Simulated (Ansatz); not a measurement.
in.yaml

```yaml
crystal:
  periodic: [false, false, false]
  atoms:
    - {symbol: Ge, position_ang: [0.000000, 0.000000, 0.000000]}
    - {symbol: Na, position_ang: [0.000000, 0.000000, 2.882000]}
basis:
  gaussian: {orbitals: aug-cc-pVTZ}
total_charge: 1
magnetization: {spin_polarized: true, initial_magnetization: 2}
hamiltonian: {xc: {name: PBE}}
correlation: {method: rpa, electrons: outside_noble_gas}
```

```sh
$ ansatz run in.yaml --threads 1 --pin off --events-out ev --progress --plain --max-ram 2393MiB
```

(1) Roughly how long does this take on 1 thread of Arm Neoverse V1, shared host, and how much host memory?

```
659 factors; integrals over basis functions are off by at most 6.2e-4 eV
mean field evaluation 1: about -60915.1998 eV, gradient 1.0e1 eV
mean field evaluation 2: about -60915.1982 eV, gradient 1.0e1 eV
mean field evaluation 4: about -60916.2381 eV, gradient 2.3e0 eV
mean field evaluation 8: about -60916.2505 eV, gradient 5.9e-2 eV
mean field evaluation 16: about -60916.2505 eV, gradient 3.5e-6 eV
mean field evaluation 32: about -60915.5035 eV, gradient 2.3e-6 eV
mean field evaluation 64: about -60911.5205 eV, gradient 5.5e0 eV
mean field -60916.25049291 eV, -2238.6309150968 hartree, gradient 3.5e-6 eV, S^2 2.001985; 9 other end points of the search recorded, 0 dependent functions left out
19 core orbitals not correlated: weight in the atoms' cores, before any rotation towards them, 0.999 or more for the frozen orbitals, at most 0.000 for the correlated occupied ones
reference -60872.70103152 eV, -2237.0305019095 hartree; 3, 1 occupied and 87, 89 virtual orbitals, 659 factors
Total energy: -60876.20986987 eV, -2237.1594493407 hartree
```

Results:

(1) 19 s wall and 0.24 GiB.
